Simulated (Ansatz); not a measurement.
```yaml
crystal:
  periodic: [false, false, false]
  atoms:
    - {symbol: Zr, position_ang: [-0.001174, -0.001043, -0.454668]}
    - {symbol: Cl, position_ang: [2.102252, 0.012455, 0.384518]}
    - {symbol: Cl, position_ang: [-1.059638, 1.814847, 0.388546]}
    - {symbol: Cl, position_ang: [-1.039594, -1.824619, 0.396841]}
basis:
  gaussian: {orbitals: def2-TZVP}
magnetization: {spin_polarized: true, initial_magnetization: 1}
hamiltonian: {xc: pbe0}
relax: {f_tol: 0.004, max_steps: 80}
```

```sh
$ ansatz run in.yaml --threads 1 --pin off --events-out ev --progress --plain --max-ram 2176MiB
```

Steps of the relaxation (energy above the last step; positions in Å, forces in eV/Å):

```
4
step 1, 432.6 meV
Zr   -0.001   -0.001   -0.455   -0.001   -0.001   -0.251
Cl    2.102    0.012    0.385    1.123    0.006    0.081
Cl   -1.060    1.815    0.389   -0.566    0.969    0.083
Cl   -1.040   -1.825    0.397   -0.556   -0.975    0.087
```

```
4
step 2, 166.2 meV
Zr   -0.001   -0.001   -0.295    0.003    0.002    0.903
Cl    2.265    0.013    0.331   -0.376   -0.003   -0.300
Cl   -1.142    1.955    0.335    0.188   -0.324   -0.301
Cl   -1.120   -1.966    0.344    0.185    0.325   -0.302
```

```
4
step 3, 46.8 meV
Zr    0.000    0.000   -0.098    0.001    0.001    0.347
Cl    2.309    0.013    0.265   -0.176   -0.001   -0.115
Cl   -1.164    1.993    0.270    0.089   -0.152   -0.116
Cl   -1.142   -2.005    0.279    0.087    0.153   -0.116
```

```
4
step 5, 0.0 meV
Zr    0.000    0.000    0.171    0.001    0.000    0.006
Cl    2.328    0.013    0.176   -0.001    0.000   -0.002
Cl   -1.174    2.010    0.180    0.000    0.000   -0.002
Cl   -1.152   -2.022    0.189    0.000    0.000   -0.002
```

```
4
step 6, 0.0 meV
Zr    0.000    0.000    0.178    0.000    0.000    0.001
Cl    2.328    0.013    0.173    0.000    0.000    0.000
Cl   -1.174    2.010    0.178    0.000    0.000    0.000
Cl   -1.152   -2.022    0.187    0.000    0.000    0.000
```

Close pairs at the end: Zr1–Cl2 2.328 Å, Zr1–Cl3 2.328 Å, Zr1–Cl4 2.328 Å.

A stationary point of unrestricted PBE0 after 6 steps, with ⟨S²⟩ = 0.753 against 0.75 for a pure state; no frequencies were run, so it isn't proven a minimum. 2.1 min on 1 thread of Arm Neoverse V2, shared host.
